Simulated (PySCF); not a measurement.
Work out the structure from these simulated measurements.

Formula: C2H4N2.

- 13C NMR: chemical shifts (computed TMS as zero) by class: 124.2 (1 C), 32.2 (1 C) ppm [GIAO PBE0/pcSseg-1]
- Rotational structure: rotational constants A, B, C: 29.016, 4.997, 4.486 GHz [GFN2-xTB]
- NMR, other nuclei: isotropic shieldings of nuclei other than C and H, by class: -34 (1 N), 230 (1 N) ppm [GIAO PBE0/pcSseg-1]
- Couplings: largest of the computed one-bond spin–spin couplings (means over like bonds): 13C–1H +150.2 (×2), 15N–1H -69.3 (×2), 13C–13C +63.7, 15N–13C -20.2, 15N–13C -3.2 Hz [B3LYP/pcJ-1]
- Dipole: 2.54 D [PBE0/pcSseg-1]
- 1H NMR: chemical shifts (computed TMS as zero) by class: 3.53 (2 H), 0.99 (2 H) ppm [GIAO PBE0/pcSseg-1]

Gas-phase values; electronic properties from PySCF, density fitting. Levels stand in brackets. One conformer (not necessarily the lowest) at the GFN2-xTB geometry, without solvent, vibrations or thermal averaging. Each NMR value is the plain mean over a class of atoms that symmetry, rotation or inversion makes alike.

Question: Give a SMILES that accounts for the data.

Answer: Numbering: `[N:1]#[C:2][CH2:3][NH2:4]`. Its formula, C2H4N2, gives 2 degrees of unsaturation: 0 rings and 2 π bonds in the structure found. 2 carbons fall into 2 classes; from least to most shielded: nitrile carbon [C2] (124.2 ppm), sp3 carbon bound to nitrogen [C3] (32.2 ppm). Hydrogen classes from least to most shielded: 2 H on an sp3 carbon bound to nitrogen, C3 (3.53 ppm), 2 H on a primary amine nitrogen, N4 (0.99 ppm). The other shieldings belong to: -34 ppm, nitrile nitrogen [N1]; 230 ppm, primary amine nitrogen [N4]. The couplings run between: +150.2 Hz, sp3 carbon bound to nitrogen [C3] and its hydrogen (with 1 like pair); -69.3 Hz, primary amine nitrogen [N4] and its hydrogen (with 1 like pair); +63.7 Hz, nitrile carbon [C2] and sp3 carbon bound to nitrogen [C3]; -20.2 Hz, nitrile nitrogen [N1] and nitrile carbon [C2]; -3.2 Hz, primary amine nitrogen [N4] and sp3 carbon bound to nitrogen [C3]. The optimised geometry has point group Cs and is an asymmetric top. Structure: `N#CCN` (aminoacetonitrile). Computed isomers that give other values at the same levels: `C=NN=C` (13C chemical shifts (computed TMS as zero) by class: 110.4 (2 C) ppm). The assignments are read from this structure; whether some other isomer fits the data as well wasn't checked.

Shape of the structure used: `[N:1]#[C:2][CH2:3][NH2:4]`: H–N4–C3–C2 -60°, H–N4–C3–C2 60°.
